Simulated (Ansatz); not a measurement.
**A basis-limit estimate, worked out**

An elementary step of HCN, singlet (HCN ([CH][N]) → HCN ([C][NH]); bonds formed: H1–N3; bonds broken: H1–C2). “Start” is the structure reached by relaxing down from the saddle towards the reactants; PBE0-D4/def2-TZVP structures. The saddle:

| atom | x (Å) | y (Å) | z (Å) |
| --- | --- | --- | --- |
| H1 | 0.5861 | 0.3939 | -0.3084 |
| C2 | -0.5709 | 0.2147 | -0.1633 |
| N3 | -0.0151 | -0.6086 | 0.4718 |

Computed with Ansatz 0.2.0 (basis: def2-TZVPP and def2-QZVPP); correlated methods freeze the cores.

Energies in eV:

| quantity | saddle | start |
| --- | --- | --- |
| Hartree–Fock, triple zeta (X = 3) | -2526.20302 | -2528.27955 |
| Hartree–Fock, quadruple zeta (X = 4) | -2526.30894 | -2528.38255 |
| MP2 correlation, X = 3 | -9.14118 | -9.31962 |
| MP2 correlation, X = 4 | -9.75305 | -9.93480 |
| CCSD(T) correlation, X = 3 | -9.93619 | -9.92549 |

(1) Work out the barrier at the basis limit: extrapolate Hartree–Fock as E(X) = E∞ + A exp(−7.88 √X) and the MP2 correlation as E(X) = E∞ + B X^−2.97 (the exponents that Neese and Valeev fitted for def2-TZVPP and QZVPP), then add CCSD(T) − MP2 in triple zeta.

No T1 diagnostic of these runs exceeds 0.029. The T1 diagnostic is large here, which may signal multireference character or strong orbital relaxation, so CCSD(T) is less sure.

Results:

(1) Each step is linear, so take the differences first (saddle − start): Hartree–Fock 2.07653 (X = 3) and 2.07361 (X = 4); MP2 correlation 0.17844 and 0.18175; CCSD(T) correlation -0.01070.
Two points give E∞ = E(4) + w [E(4) − E(3)], with w = 1/(exp(7.88 (2 − √3)) − 1) = 0.1377 for Hartree–Fock and w = 1/((4/3)^2.97 − 1) = 0.7407 for the correlation.
Hartree–Fock: 2.07361 + 0.1377 × (-0.00292) = 2.0732 eV.
MP2 correlation: 0.18175 + 0.7407 × 0.00331 = 0.1842 eV.
CCSD(T) − MP2: -0.01070 − 0.17844 = -0.1891 eV.
Sum: 2.0732 + 0.1842 + (-0.1891) = 2.0683 eV, or 47.70 kcal/mol. Plain CCSD(T) in triple zeta gives 2.0658 eV, so the larger basis shifts the result by 0.0025 eV.

Labels in which every atom is bracketed show which atoms are joined, not bond orders.

For scale, one of the runs: CCSD(T)/def2-TZVPP, 76 basis functions, launched by `ansatz run in.yaml --threads 2 --pin off --events-out ev --progress --plain --max-ram 4352MiB`. Hardware: 2 CPU threads of an AMD EPYC 7B13, shared host. Wall time about 0.65 s.
